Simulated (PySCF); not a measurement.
Geometry (Å), atoms numbered from 1 in this order:
```xyz
8

F    -0.050   -1.567   -0.846
C     0.550   -0.430   -0.390
C    -0.458    0.421    0.353
F    -0.966   -0.218    1.407
F    -1.472    0.787   -0.430
F     0.151    1.530    0.792
H     0.937    0.146   -1.234
H     1.361   -0.690    0.295
```

Geometry: PBE0-D3(BJ)/def2-TZVP; GIAO absolute shieldings from PySCF, gas phase, non-relativistic, averaged over equivalent atoms.

At KT3/pcSseg-2 (244 basis functions, 20 s wall time on 1 thread of an Intel Xeon 6975P-C, shared host):
```
   atoms  σ (ppm)
F4/F5/F6    254.2
      F1    417.3
      C3     49.8
      C2    100.1
   H7/H8    27.07
```

Q: Predict the values at PBE0/pcSseg-2 on the same geometry.

A: 
```
   atoms  σ at PBE0/pcSseg-2  change
F4/F5/F6               264.4   +10.2
      F1               435.0   +17.7
      C3                51.1    +1.3
      C2               101.6    +1.5
   H7/H8               27.01   -0.06
```

The largest change is at F1 (fluorine on an sp3 carbon). Cost: 244 basis functions, 15 s wall time on 1 thread of an Intel Xeon 6975P-C, shared host.
